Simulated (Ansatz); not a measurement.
Mulliken charges of `C=CC(=O)O` from ωB97M-V/def2-TZVPP in Ansatz (PBE0-D4/def2-TZVP geometry).

| atom | x (Å) | y (Å) | z (Å) | charge (e) |
| --- | --- | --- | --- | --- |
| C1 | -0.265 | 0.378 | -1.382 | -0.156 |
| C2 | -0.156 | -0.593 | -0.484 | -0.167 |
| C3 | 0.185 | -0.372 | 0.932 | 0.353 |
| O4 | 0.284 | -1.258 | 1.742 | -0.326 |
| O5 | 0.381 | 0.921 | 1.248 | -0.262 |
| H6 | -0.518 | 0.160 | -2.413 | 0.116 |
| H7 | -0.104 | 1.414 | -1.112 | 0.120 |
| H8 | -0.313 | -1.634 | -0.738 | 0.126 |
| H9 | 0.595 | 0.937 | 2.191 | 0.195 |

Task: By hand: the dipole of these point charges (1 e Å = 4.8032 D).

Result: Σ q r = (-0.056, 0.243, -0.349) e Å, of length 0.429 e Å = 2.06 D.

Task: How does the dipole of the full density compare? (Best estimate.)

Result: Ansatz gave: (-0.033, 0.343, -0.291) e Å, 2.17 D; the point charges give 0.95 times that, at 15° from its direction.

Point charges leave out the atoms' own dipoles, such as those of lone pairs, and Mulliken's split depends on the basis, so the close match here is no proof of good charges.
